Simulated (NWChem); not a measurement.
# Atomisation of tetrafluoromethane (CF₄)

SMILES: FC(F)(F)F
```xyz
5

F      0.0000    -1.0889     0.7700
C      0.0000     0.0000     0.0000
F      0.0000     1.0889     0.7700
F      1.0889     0.0000    -0.7700
F     -1.0889     0.0000    -0.7700
```
Charge 0, spin multiplicity 1.

Everything below was run with NWChem. Structure: optimised with PBE/def2-SVP, a minimum by its harmonic frequencies.

Basis set: def2-TZVP. The atomisation energy is electronic alone: no zero-point, thermal, spin-orbit or counterpoise terms. No value is extrapolated to the basis-set limit. Free atoms are single determinants with multiplicities F 2, C 3.

B3LYP has NWChem's definition, with VWN1-RPA local correlation. The stability of the SCF solutions was not checked. Open-shell Hartree-Fock references start from PBE0 orbitals.

### Question
For the atomisation energy, LDA (SVWN5) gives 598.7 kcal/mol and PBE gives 504.6 kcal/mol. What do PBE0, B3LYP, HF give?

### Answer
PBE0: 478.3 kcal/mol; B3LYP: 468.6 kcal/mol; HF: 311.1 kcal/mol.
